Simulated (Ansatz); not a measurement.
**H3S+ (triplet): the correlation ladder at distance S1–H2 = 2.567 Å, 6-31G**

Aim: climb from Hartree-Fock through coupled cluster and multireference methods for H3S+ (triplet) at one geometry and basis, and see what each rung misses.

Computed with Ansatz 0.2.0, Gaussian basis. Level: 6-31G, core rule «outside noble gas», up to 5 orbitals frozen.

Plan: UHF; CCSD(T) on ROHF; CCSD(T) on UHF; BCCD(T) on ROHF; CISD; CCSDT(Q) on ROHF; CCSDT(Q) on UHF; CISDTQ; CCSDTQ on ROHF; CCSDTQ on UHF; CASSCF and MRCISD+Q, 4 electrons in 4 orbitals; CASSCF and NEVPT2, 4 electrons in 4 orbitals; CASSCF and MRCISD+Q, 8 electrons in 7 orbitals; CASSCF and NEVPT4(SD), 8 electrons in 7 orbitals; CASSCF and NEVPT2, 8 electrons in 7 orbitals; Full CI.

22 further runs of the same task are left out: 1 for a mislabelled method, 16 that didn't finish, 5 set aside as unsound or not needed.

**1. The system**

The geometry derives from a PBE0/def2-TZVP stationary point (not a proven minimum). One bond is set to the value named and the two fragments are kept rigid.

4 atoms, charge 1, spin multiplicity 3.

Atoms are counted from 1 here; the program's logs count them from 0.

Bond lengths: S1–H3 1.520 Å, S1–H4 1.520 Å. Angles: H3–S1–H4 179.9°.

**2. UHF**

in.yaml reads:

```yaml
crystal:
  periodic: [false, false, false]
  atoms:
    - {symbol: S, position_ang: [0.000000, -0.073848, 0.000000]}
    - {symbol: H, position_ang: [0.000000, 2.493152, 0.000000]}
    - {symbol: H, position_ang: [0.000000, -0.071937, 1.520127]}
    - {symbol: H, position_ang: [0.000000, -0.071937, -1.520127]}
basis:
  gaussian: {orbitals: 6-31G}
total_charge: 1
magnetization: {spin_polarized: true, initial_magnetization: 2}
hamiltonian: {xc: hf}
output: {orbitals: {seedname: orbitals}}
```

Run with:

```bash
$ ansatz run in.yaml --threads 1 --pin off --events-out ev --progress --plain --max-ram 2393MiB
```

The runs that follow: CCSD(T) on ROHF; CCSD(T) on UHF; BCCD(T) on ROHF; CISD; CCSDT(Q) on ROHF; CCSDT(Q) on UHF; CISDTQ; CCSDTQ on ROHF; CCSDTQ on UHF; CASSCF and MRCISD+Q, 4 electrons in 4 orbitals; CASSCF and NEVPT2, 4 electrons in 4 orbitals; CASSCF and MRCISD+Q, 8 electrons in 7 orbitals; CASSCF and NEVPT4(SD), 8 electrons in 7 orbitals; CASSCF and NEVPT2, 8 electrons in 7 orbitals; Full CI.

Before running them: what should the planned runs give, taken together? Wanted: FCI below the RHF energy; RMP2 from FCI; UMP2 from FCI; RCCSD from FCI; RCCSD(T) from FCI; UCCSD(T) from FCI; RCCSDT(Q) from FCI; UCCSDT(Q) from FCI; NEVPT2 pair from FCI.

The runs gave:

| quantity | value |
| --- | --- |
| FCI below the RHF energy | -1.7567 eV |
| RMP2 from FCI | +46.2 kJ/mol |
| UMP2 from FCI | +44.0 kJ/mol |
| RCCSD from FCI | +2.6 kJ/mol |
| RCCSD(T) from FCI | +0.9 kJ/mol |
| UCCSD(T) from FCI | +0.9 kJ/mol |
| RCCSDT(Q) from FCI | 0.0 kJ/mol |
| UCCSDT(Q) from FCI | 0.0 kJ/mol |
| NEVPT2 pair from FCI | +34.0 kJ/mol |
| MRCISD+Q pair from FCI | +0.5 kJ/mol |
| NEVPT2 valence from FCI | +15.9 kJ/mol |
| levels within 1 kcal/mol (43 meV) | RCCSD, UCCSD, RCCSD(T), UCCSD(T), BCCD(T), RCCSDT, UCCSDT, CISDTQ, RCCSDT(Q), UCCSDT(Q), RCCSDTQ, UCCSDTQ, MRCISD+Q pair, NEVPT4(SD) valence, MRCISD valence, MRCISD+Q valence |
| T1 diagnostic | 0.021 |
| effectively unpaired electrons | 2.03 |

**Reading.** RCCSD(T) lands +0.9 kJ/mol from the yardstick (0.5 % of the correlation energy). One determinant dominates. Of the multireference levels listed MRCISD+Q pair comes nearest in total energy (+0.5 kJ/mol), which doesn't show that its space is the better one. These misses are within one basis, not against nature; the frozen cores of restricted and unrestricted runs differ, which can shift their rows.
